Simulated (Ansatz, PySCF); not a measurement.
Molecule: PH$_{2}$, charge 0, multiplicity 2. SMILES: [PH2]
Geometry: optimised at B3LYP-D3(BJ)/def2-TZVP (Ansatz, a first-principles code).

Quantity: size of the dipole moment, in D. Set-up: UHF or UKS for open shells; 6-311+G** with 5d, 6d on Na to Ar in Ansatz; spin-orbit terms left out; six Cartesian d functions in 6-31G* and its kin unless marked 5d; LANL2DZ with its own core potentials from Na on; non-relativistic; dispersion terms only where a functional's name holds one. Ab initio and DFT rows: single points at B3LYP-D3(BJ) geometries (Ansatz).

```json
[
 {"level": "PBE/STO-3G", "program": "Ansatz", "size of the dipole moment (D)": "0.49"},
 {"level": "PBE/3-21G", "program": "Ansatz", "size of the dipole moment (D)": "1.27"},
 {"level": "PBE/def2-SVP", "program": "Ansatz", "size of the dipole moment (D)": "0.81"},
 {"level": "PBE/6-311+G**", "program": "Ansatz", "size of the dipole moment (D)": "0.87"},
 {"level": "BP86/6-31G* (5d)", "program": "PySCF", "size of the dipole moment (D)": "0.95"},
 {"level": "B3LYP/STO-3G", "program": "Ansatz", "size of the dipole moment (D)": "0.42"},
 {"level": "B3LYP/3-21G", "program": "Ansatz", "size of the dipole moment (D)": "1.16"},
 {"level": "B3LYP/LANL2DZ", "program": "Ansatz", "size of the dipole moment (D)": "1.10"},
 {"level": "B3LYP/6-31G", "program": "Ansatz", "size of the dipole moment (D)": "1.22"},
 {"level": "B3LYP/6-31G*", "program": "Ansatz", "size of the dipole moment (D)": "0.89"},
 {"level": "B3LYP/6-31+G*", "program": "Ansatz", "size of the dipole moment (D)": "0.85"},
 {"level": "B3LYP/def2-SVP", "program": "Ansatz", "size of the dipole moment (D)": "0.73"},
 {"level": "M06-2X/6-31G* (5d)", "program": "PySCF", "size of the dipole moment (D)": "0.89"}
]
```

No value to compare with is used here. The 13 habitual levels span 0.42 (B3LYP/STO-3G) to 1.27 D (PBE/3-21G).

The levels are drawn from those run, B3LYP/6-31G* more often than the rest, none by its result; runs whose electronic state is in doubt are left out.
